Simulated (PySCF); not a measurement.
# Stretching SH

Set-up: PySCF, no relativity, basis sets H 6-311G(d,p), S 6-311G(d,p). Energies in eV from H + S in their ground configurations at the same level. State: ²Π (doublet), unpaired electrons π ↑.

All columns are r²SCAN. A positive dipole means H(−)S(+).

```tsv
R (Å)	E (eV)	μ (D)	Mulliken charge on H (basis-dependent)	HOMO (eV)	LUMO (eV)	Mayer bond order	⟨S²⟩
1.162	-3.129	-1.13	0.08	-6.47	-5.41	0.96	0.75
1.216	-3.480	-1.13	0.09	-6.45	-5.40	0.96	0.75
1.270	-3.682	-1.12	0.10	-6.44	-5.38	0.96	0.75
1.310	-3.757	-1.11	0.10	-6.43	-5.37	0.96	0.75
1.351	-3.780	-1.10	0.10	-6.42	-5.36	0.96	0.75
1.391	-3.759	-1.09	0.11	-6.41	-5.36	0.96	0.75
1.446	-3.680	-1.07	0.11	-6.41	-5.35	0.97	0.75
1.513	-3.518	-1.05	0.11	-6.40	-5.34	0.97	0.75
1.594	-3.261	-1.02	0.11	-6.39	-5.33	0.97	0.76
1.702	-2.858	-0.98	0.11	-6.39	-5.33	0.97	0.76
```

A fit through these points gives, at Re = 1.351 Å, μ = -1.10 D and dμ/dR = 0.242 D/Å; the reduced mass is 0.977 u.

Problem. How strong is the fundamental in the double-harmonic approximation, I = 42.26·(dμ/dR)²/μred km/mol?

Solution. I = 42.26·(0.242)²/0.977 = 2.53 km/mol at r²SCAN.

The state was picked by a PBE0 search and need not be the measured ground state.
